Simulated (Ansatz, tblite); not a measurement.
Cost and result up the ladder for Li2S (the lowest singlet isomer of a short search) (3 atoms). Total charge 0; singlet. Geometry: PBE0-D4/def2-TZVP.

Cartesian coordinates in Å:
```
Li 0.859 -1.667 0.462
Li -0.541 1.632 -0.880
S -0.318 0.035 0.419
```

Ansatz on 4 threads of Arm Neoverse V1 on a shared host; xTB runs through tblite on one thread. Times are rough, summed over both states, and most runs start from the orbitals of an earlier one. CCSD(T)/def2-TZVPP serves as the yardstick here, not as an exact answer. The other state is a doublet.

The xTB rows come from tblite. Correlated methods freeze 5 core orbitals; core or outer-core shells of Li are correlated, in sets that lack core-valence functions. The structure comes from a short search, and lower isomers may exist.

Correlated methods converge slowly with the basis.

Raw xTB energies of ions are shifted by several eV.

```csv
level,functions,vertical IE (eV),difference from CCSD(T)/def2-TZVPP (eV)
CCSD(T)/def2-TZVPP,80,6.40,0.00
PBE-D4/def2-TZVP,65,6.66,0.26
GFN1-xTB,17,13.29,6.89
GFN2-xTB,17,11.68,5.28
r2SCAN-D4/def2-TZVP,65,6.54,0.14
PBE0-D4/def2-TZVP,65,6.54,0.14
```

Q: Estimate how long each takes.

A: GFN1-xTB 0.004 s; GFN2-xTB 0.004 s; PBE-D4/def2-TZVP 0.8 s; PBE0-D4/def2-TZVP 1.3 s; CCSD(T)/def2-TZVPP 1.4 s; r2SCAN-D4/def2-TZVP 2.9 s. On shared hardware such times vary by a factor of up to 3.
